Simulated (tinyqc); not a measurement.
Inside a calculation. Method: Hueckel theory of the pi electrons with the omega technique, for the molecule C=C[CH2-] (SMILES; centres numbered as the heavy atoms are written). One step of it, computed by the program tinyqc.

Problem. Orbitals, round 1. Diagonalise; E = alpha + x beta with beta < 0, so the largest x are filled first; degenerate levels share their electrons. P = sum n_i c_ri c_si; each orbital has its largest coefficient positive (the first on a tie).

Hueckel matrix in units of beta (H = alpha + beta A), order 1C, 2C, 3C:
$$\begin{pmatrix}
0.000000 & 1.000000 & 0.000000 \\
1.000000 & 0.000000 & 1.000000 \\
0.000000 & 1.000000 & 0.000000
\end{pmatrix}$$

pi electrons, sum of z_r less the charge = 4

Give: x values; occupations; coefficients; charge and bond-order matrix P.

Solution.

x values: [1.4142, 0.0000, -1.4142]

occupations: [2.0000, 2.0000, 0.0000]

coefficients, order 1C, 2C, 3C:
$$\begin{pmatrix}
0.5000 & 0.7071 & -0.5000 \\
0.7071 & 0.0000 & 0.7071 \\
0.5000 & -0.7071 & -0.5000
\end{pmatrix}$$

charge and bond-order matrix P, order 1C, 2C, 3C:
$$\begin{pmatrix}
1.5000 & 0.7071 & -0.5000 \\
0.7071 & 1.0000 & 0.7071 \\
-0.5000 & 0.7071 & 1.5000
\end{pmatrix}$$
